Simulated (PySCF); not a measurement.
Species: C₅H₄P (charge -1).
Cartesian coordinates in Å at the PBE0-D3(BJ)/def2-SVP level; atoms count from 1:
```xyz
10
C5H4P angstrom
C     -1.9864    1.0948    0.9058
C     -1.4585    0.2462    0.2106
C     -0.8428   -0.7749   -0.6180
P      0.7053   -1.6344    0.1215
C      1.8816   -0.4079   -0.3019
C      2.7754    0.3935   -0.5922
H     -2.3970    1.8418    1.5562
H     -0.5935   -0.3469   -1.6038
H     -1.5817   -1.5771   -0.7965
H      3.5272    1.1418   -0.7523
```

Level: PBE0/pcSseg-1 in PySCF, non-relativistic, on one gas-phase PBE0-D3(BJ)/def2-SVP geometry that isn't relaxed in the solvent. The solvent is an IEF-PCM continuum (Bondi radii, 1.10 Å for H, scaled by 1.2). The model holds no explicit solvent molecules, cavitation or dispersion.

```json
{"run": "gas", "E − E(gas) (kcal/mol)": "0.00", "HOMO (eV)": "0.41", "HOMO–LUMO gap (eV)": "4.39"}
{"run": "P", "E − E(gas) (kcal/mol)": "-31.96", "HOMO (eV)": "-2.16", "HOMO–LUMO gap (eV)": "4.59"}
{"run": "Q", "E − E(gas) (kcal/mol)": "-59.21", "HOMO (eV)": "-4.23", "HOMO–LUMO gap (eV)": "4.81"}
```

Question: The runs were made in acetonitrile and benzene. Which run belongs to which solvent?

Answer: P = benzene, Q = acetonitrile. The dielectric constants are 2.271 (benzene), 35.69 (acetonitrile), and the energy falls further as ε rises. In this model the ground state sees the solvent through ε alone.

Question: How constant is the ratio of the lowering to 1 − 1/ε?

Answer: 
```tsv
solvent	1 − 1/ε	E − E(gas) (kcal/mol)	ratio (kcal/mol)	polarisation term (kcal/mol)
benzene	0.560	-31.96	-57.1	-32.63
acetonitrile	0.972	-59.21	-60.9	-62.78
```

The ratio changes by +6.7 % in size from benzene to acetonitrile. The polarisation term is half the interaction of the solute with the induced surface charges.
